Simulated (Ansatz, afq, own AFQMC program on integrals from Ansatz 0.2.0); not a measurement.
## Where AFQMC and coupled cluster stand for C$_{2}$H$_{5}$O, doublet

```xyz
8

C    -1.6852   -1.0659   -0.1804
O    -1.2614    0.0625    0.5320
C    -0.1006   -0.0680    1.1974
H    -2.6543   -0.8270   -0.6379
H    -1.8114   -1.9398    0.4858
H    -0.9680   -1.3332   -0.9769
H     0.1774    0.8127    1.7784
H     0.2098   -1.0711    1.5156
```

Basis def2-SVP. Noble-gas cores (and the filled d shells of Ga–Kr and In–Xe) are frozen. Ansatz 0.2.0 and our own AFQMC program on the same integrals; the CISD trial comes from CCSD amplitudes, and released means the phaseless constraint is let go. Free projection: walkers drawn from exp(T), propagated without any constraint. Its projection time is finite, and what remains of the start isn't in its error. ± is one standard error of the sampling.

Determinant: UHF, the one that the program's search chose, which needn't be the lowest solution. The geometry is a PBE0/def2-SVP stationary point of this or a neighbouring charge and spin state.

No full CI on the walks' own integrals is used here; CCSDT(Q) serves as the reference and is uncertain by about the last step of the cluster series.

- T1 diagnostic: 0.0157
- weight of the determinant in the CISD state: 0.852
- ⟨S²⟩ of the determinant: 0.760
- size of the correlated space: 19 electrons in 64 orbitals

```tsv
level	correlation energy (eV)
MP2	-12.1394
CCSD	-13.1751
CCSD(T)	-13.5036
```

**Question.** Estimate where phaseless AFQMC with the Hartree–Fock trial lies against CCSD(T) on the same integrals.

**Answer.** 7.1 ± 3.2 kJ/mol below CCSD(T).

Reference: CCSDT(Q), correlation energy -13.550 eV. The released energy is read at 1.50 1/Eh (meV from the phaseless value at times in 1/Eh: -1 ± 5 at 0.24, -5 ± 6 at 0.51, -13 ± 10 at 0.99, -1 ± 10 at 1.50).

```
         level  E − E(reference) (kJ/mol)  share of correlation (%)
       CCSD(T)                        4.4                     99.66
         CCSDT                        2.3                     99.83
   ph-AFQMC/HF                 -2.7 ± 3.2                    100.21
 ph-AFQMC/CISD                  0.8 ± 0.6                     99.94
released AFQMC                  0.8 ± 0.9                     99.94
    free AFQMC                  2.4 ± 1.5                     99.82
```

Free projections are given only where their last times agree within the noise and don't stop above the reference; a slow remainder of the start can still hide under it. Released energies are given only where the last usable release times agree within the noise; a slower fall can still hide under it.
